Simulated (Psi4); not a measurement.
Pair of molecules, SMILES Cl with SMILES Cl (the first has 2 atoms); geometry from NCB31 set.
(charge 0, multiplicity 1):
```xyz
4

Cl     1.861    -0.065     0.000
H      1.754     1.211     0.000
Cl    -1.925     0.006     0.000
H     -0.658    -0.194     0.002
```

Calculation: SAPT0/jun-cc-pV(D+d)Z run with Psi4 1.11.

Q: Which attractive term is largest, and how does the interaction split up?

A: electrostatics -11.1, exchange 15.4, induction -4.9, dispersion -4.4, total -4.9 kJ/mol; the largest attraction is electrostatics.
